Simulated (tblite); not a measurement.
Species: C₄H₄Cl (doublet state).
Atom-mapped SMILES: `[CH2:1]=[CH:2]/[C:3]=[CH:4]\[Cl:5]` (hydrogens: H6, H7 on C1; H8 on C2; H9 on C4)

A start from a force field or distance geometry was refined with GFN2-xTB geometry optimisation, gas phase in tblite 0.8.0. Values at the start:

| coordinate | start |
| --- | --- |
| C1=C2 | 1.326 Å |
| C1–H6 | 1.099 Å |
| C1–H7 | 1.082 Å |
| C2–C3 | 1.432 Å |
| C2–H8 | 1.094 Å |
| C3=C4 | 1.285 Å |
| C4–Cl5 | 1.710 Å |
| C4–H9 | 1.081 Å |
| C1–C2–C3 | 121.5° |
| C2–C3–C4 | 178.7° |
| C3–C4–Cl5 | 118.2° |

Problem. How do these coordinates change at the GFN2-xTB level?

Solution. 
```json
{"coordinate": "C4–Cl5", "GFN2-xTB (Å or °)": "1.812", "change": "+0.102"}
{"coordinate": "C2–C3", "GFN2-xTB (Å or °)": "1.406", "change": "-0.026"}
{"coordinate": "C1–H6", "GFN2-xTB (Å or °)": "1.076", "change": "-0.023"}
{"coordinate": "C4–H9", "GFN2-xTB (Å or °)": "1.075", "change": "-0.006"}
{"coordinate": "C1–H7", "GFN2-xTB (Å or °)": "1.077", "change": "-0.005"}
{"coordinate": "C1=C2", "GFN2-xTB (Å or °)": "1.331", "change": "+0.005"}
{"coordinate": "C2–H8", "GFN2-xTB (Å or °)": "1.092", "change": "-0.002"}
{"coordinate": "C3=C4", "GFN2-xTB (Å or °)": "1.284", "change": "-0.001"}
{"coordinate": "C2–C3–C4", "GFN2-xTB (Å or °)": "147.2", "change": "-31.5"}
{"coordinate": "C3–C4–Cl5", "GFN2-xTB (Å or °)": "123.1", "change": "+4.9"}
{"coordinate": "C1–C2–C3", "GFN2-xTB (Å or °)": "125.3", "change": "+3.8"}
```

The energy falls by 26.4 kJ/mol over 34 L-BFGS steps, the largest force on an atom goes from 1.64 to 0.009 eV/Å, and the atoms move by 0.357 Å rms after alignment. The bond that changes most is C4–Cl5 (ends: carbon bonded to C, Cl and H; chlorine bonded to C), which lengthens by 0.102 Å. Bonds longer at the end by more than 0.005 Å: 2 of 8; shorter: 4. Rotational constants go from 25755, 1575, 1485 to 17924, 1685, 1541 MHz.

On one thread, Arm Neoverse V1 (aarch64), no GPU, on a shared host, this took 0.14 s of wall time.

GFN2-xTB frequencies show an imaginary mode (170i cm⁻¹), so the point is no minimum at that level. 3 starts were optimised and ended at 0.00, 0.00 and 0.65 kcal/mol (GFN2-xTB); the lowest of these is shown.

Shape of the structure used: `[CH2:1]=[CH:2]/[C:3]=[CH:4]\[Cl:5]`: C1–C2–C3–C4 180°.

One conformer stands for the species.

These are computed values.
